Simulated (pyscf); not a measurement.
PySCF, gas phase, ωB97X-D3(BJ)/def2-SVP geometries.

What is the homolytic dissociation enthalpy (298 K, ωB97M-D3(BJ)/def2-TZVP) of the F–Mo bond of F–Mo(F)(F)(F)=S, to F• + [F–Mo(F)(F)=S]•?

F–Mo to F• + [F–Mo(F)(F)=S]•: 97.8 kcal/mol. The 7 functionals that were run give +95.6 (M06-2X) to +114.9 kcal/mol (PBE). The radicals are drawn with the spin at the cut bond; how far it spreads was not checked. Other isomers of [F–Mo(F)(F)=S]• were not searched in full and may lie lower. Left out: the spin-orbit lowering of F. Open-shell species with a d-block atom are single-reference here; other states, and whether the spin sits on metal or ligand, were not checked. Elements past Kr carry the def2 core potentials, without spin-orbit coupling.
